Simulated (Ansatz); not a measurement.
A run for Ansatz (a program for electronic structure): U-CCSD(T)/aug-cc-pVDZ on C2H5 (SMILES [CH2]C), 2S+1 = 2.

Ansatz 0.2 input:
```yaml
crystal:
  periodic: [false, false, false]
  atoms:
    - {symbol: C, position_ang: [0.00550995, -0.00307714, -0.77443959]}
    - {symbol: C, position_ang: [0.00550995, -0.00307714, 0.71569982]}
    - {symbol: H, position_ang: [0.00550995, -1.01684444, 1.11670108]}
    - {symbol: H, position_ang: [0.37964525, 0.84547158, -1.32730429]}
    - {symbol: H, position_ang: [-0.88217468, 0.49798042, 1.12141209]}
    - {symbol: H, position_ang: [0.87299475, 0.52193057, 1.11660682]}
    - {symbol: H, position_ang: [-0.50718726, -0.77526005, -1.32801142]}
basis:
  gaussian:
    orbitals: aug-cc-pVDZ
magnetization: {spin_polarized: true, initial_magnetization: 1}
correlation: {method: ccsd_t, electrons: outside_noble_gas}
scf: {omitted_lower_state_checks: [cluster_reference]}
```

The head of its log:

```
WARN ansatz: RAYON_NUM_THREADS=1 ignored (pool sized by the plan → 1); use --threads N
Functional definition: HF
these checks for a lower state are left out or cut short: cluster_reference
integrals: 0.16 GiB planned
895 factors; integrals over basis functions are off by at most 6.3e-4 eV
mean field: 0.22 GiB planned
mean field evaluation 1: about -2136.8173 eV, gradient 1.9e1 eV
mean field evaluation 2: about -2136.8214 eV, gradient 1.9e1 eV
mean field evaluation 4: about -2138.9582 eV, gradient 2.0e0 eV
mean field evaluation 8: about -2139.0057 eV, gradient 2.2e-1 eV
mean field -2139.00660707 eV, -78.6070429390 hartree, gradient 1.2e-6 eV, S^2 0.762910; 0 other end points of the search recorded, 0 dependent functions left out
2 core orbitals not correlated
reference -2139.00660707 eV, -78.6070429390 hartree; 7, 6 occupied and 82, 83 virtual orbitals, 895 factors
```

Q: Give the final energy of this run.

A: -78.9306 hartree (reference determinant -78.6070, T1 diagnostic 0.011).
